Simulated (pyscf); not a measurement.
Single points on ωB97X-D3(BJ)/def2-SVP structures (PySCF, gas phase).

Task: HO–SiH•–Cl + HF → HO–SiH•–F + HCl
Surface: doublet. Broken: Cl–Si, F–H. Formed: F–Si, Cl–H. Give ΔE‡ and ΔE from r²SCAN/def2-TZVP, relative to the separated reactants.

Result: ΔE‡ = 17.4 kcal/mol, ΔE = -8.7 kcal/mol. CCSD(T)/def2-TZVPP + ΔMP2(QZVPP) gives 25.1 kcal/mol and -8.0 kcal/mol. Zero-point energy shifts the barrier by -0.7 kcal/mol. It is a four-centre exchange, with an imaginary mode of 642i cm⁻¹. On the reactant side the descent ends in a complex, 7.1 kcal/mol under the separated species and 29.8 kcal/mol under the saddle at ωB97X-D3(BJ)/def2-TZVP. At ωB97X-D3(BJ)/def2-TZVP the barrier from the zero used here is 22.7 kcal/mol. The same reactants have a lower exit, to H₂O + F–SiH•–Cl (barrier +14.1 kcal/mol at ωB97M-D3(BJ)/def2-TZVP, against +20.5 kcal/mol here). This is the saddle that the search found; another between the same sides may lie lower. The CCSD(T) − MP2 part came from Ansatz, without density fitting, on the same reference.
